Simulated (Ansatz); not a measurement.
Multireference treatment of C2H4S, singlet

Program: Ansatz, Gaussian basis, development build; NEVPT3, NEVPT4(SD), MRCISD by development code. Basis cc-pV(T+d)Z, nonrelativistic, 7 orbitals frozen in the corrections. State-specific CASSCF; RHF is the lowest restricted (open-shell) Hartree–Fock solution met. No symmetry is imposed, so a solution can break that of the shape. Lower solutions, or ones in other orbitals, may exist.

Geometry:

| atom | x (Å) | y (Å) | z (Å) |
| --- | --- | --- | --- |
| C | 0.0000 | -0.7397 | -0.7923 |
| S | 0.0000 | 0.0000 | 0.8635 |
| C | 0.0000 | 0.7397 | -0.7923 |
| H | -0.9139 | -1.2501 | -1.0769 |
| H | 0.9139 | -1.2501 | -1.0769 |
| H | 0.9139 | 1.2501 | -1.0769 |
| H | -0.9139 | 1.2501 | -1.0769 |

Problem. What do CASSCF and its corrections give against RHF in CAS(2,2), and what are the occupations?

Solution. CASSCF -0.478 eV, SC-NEVPT2 -13.950 eV, FIC-NEVPT2 -13.953 eV, NEVPT3 -14.796 eV, NEVPT4(SD) -15.286 eV, MRCISD -13.118 eV; occupations 1.96, 0.04. The MRCI reference weight is 0.869.

Problem. How do single-reference totals in the same basis and frozen core stand against SC-NEVPT2 in CAS(2,2)?

Solution. CCSD(T) -1.609 eV. Coupled cluster stands on the determinant that it favours, which can lie over the RHF solution above, and is in doubt where the occupations are far from 0, 1 and 2.

Problem. Roughly how much CPU time does a whole run from the default start take (median of such runs, summed over threads; nearly all runs on one pinned thread of a shared server, mostly Xeon at 2.3 to 2.6 GHz, by a development driver)?

Solution. CAS(2,2): about 13 s. Other jobs ran beside these, and the count of passes differs.
